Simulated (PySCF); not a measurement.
# Checking a proposed structure

A compound C₄H₇N gives the data below (simulated from a calculation) and was assigned the structure `N[C@@H]1C=CC1`.

¹³C{¹H} NMR (computed): δ 138.2 (CH, 2C), 59.5 (CH2, 2C).

¹H NMR (500 MHz, computed): δ 6.14 (m, 2H), 3.86 (m, 4H), 0.67 (br s, 1H).

- geometry: GFN2-xTB
- B3LYP/pcJ-1 coupling constants (spin–dipole term only in couplings to heteroatoms)
- σ from GIAO-PBE0/pcSseg-1
- code: PySCF 2.14.0 with density-fitted response routines
- a single conformation, relativity neglected, gas phase, fast rotation and ring inversion assumed for equivalent nuclei

Referencing at the same level of theory: ¹H (31.72 ppm), ¹³C (186.93 ppm) against TMS.

Q: Compare with the shifts computed for the proposed structure, pairing carbons in order of shift.

A: Atom-mapped SMILES (the numbers label the heavy atoms): `[NH2:1][C@@H:2]1[CH:3]=[CH:4][CH2:5]1`. Each H is labelled by its parent atom.

```csv
atom,computed for proposal,given list,difference
C3,149.8,138.2,+11.6
C4,145.5,138.2,+7.3
C2,59.0,59.5,-0.5
C5,47.4,59.5,-12.1
```

The rms difference is 9.1 ppm and the largest -12.1 ppm at C5 (allylic sp3 CH2). The proposal also would give 4 carbon signals, not 2. The carbon types in order of shift don't match either: CH, CH, CH, CH2 for the proposal against CH, CH, CH2, CH2 in the data. The proposal doesn't fit.

Q: Which isomer fits?

A: 3-pyrroline (SMILES C1=CCNC1).

- Carbon types of the structure: 2 × CH, 2 × CH2, leaving 1 H on heteroatoms.
- δC 138.2: alkene CH; as expected for a trigonal carbon in a double bond.
- δC 59.5: allylic sp3 CH2 bonded to N; deshielded by the electronegative neighbour.
- δH 6.14: hydrogen on an alkene CH; olefinic region.
- δH 3.86: hydrogen on an allylic sp3 CH2 bonded to N; its carbon carries N, which withdraws density.

Other isomers checked: C=C[C@H]1CN1 (rms 23.6 ppm); C=C1C[C@@H]1N (rms 29.5 ppm).

The data come from this structure; uniqueness wasn't tested.

OH/NH shifts are gas-phase values; hydrogen bonding in solution moves them, usually downfield. Multiplet labels drop couplings under 1 Hz and merge nearly equal ones. Couplings among chemically equivalent protons are left out too, so labels in AA′BB′ or AA′XX′ sets are apparent multiplicities. Unscaled 3J(H,H) at this level run about 10 % above measured values. Shifts are as computed. Against solution values, carbons near 30 ppm lie about +3 ppm off and those near 130 ppm about +5 ppm. Of 1211 compounds with measured shifts, 218 miss one by over three times the rms of a fit or turn the order of signals round; such compounds aren't used in these exercises. Couplings to exchangeable protons are dropped.
